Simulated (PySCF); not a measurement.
H₂CO (singlet). Computed with PBE0 in PySCF with C def2-TZVP, O def2-TZVP, H def2-TZVP; no relativity; density-fitted integrals.

Harmonic bands of its minimum:

| ω (cm⁻¹) | IR (km/mol) |
| --- | --- |
| 1207 | 3.5 |
| 1267 | 11.9 |
| 1532 | 9.4 |
| 1854 | 114 |
| 2902 | 66.2 |
| 2962 | 127 |

Question: The central atom is C. Infer the point group and assign the bands.

Answer: C2v. The modes span b1 + 2b2 + 3a1: 1207 b1, 1267 b2, 1532 a1, 1854 a1, 2902 a1, 2962 b2. The computed geometry has C–H 1.109 Å (×2), C–O 1.195 Å; H–C–H 116.0°, H–C–O 122.0° (×2).

Other isomers or separated fragments may lie lower.
